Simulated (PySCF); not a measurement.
# H$_{2}$N, SMILES `[NH2]` (charge 0, multiplicity 2)

These are TPSSh-D3(BJ)/def2-TZVP // PBE-D3(BJ)/def2-SVP (PySCF) values and carry that method's errors.

| Quantity | Value |
|---|---|
| highest occupied spin orbital | -7.98 eV |
| dipole moment | 1.93 D |
| total energy | -55.9039 Ha |
| cost | roughly 23 core-seconds |

```xyz
3

N     -0.0004     0.4482     0.0000
H     -0.8024    -0.2248     0.0000
H      0.8028    -0.2234     0.0000
```
Charge 0, spin multiplicity 2.
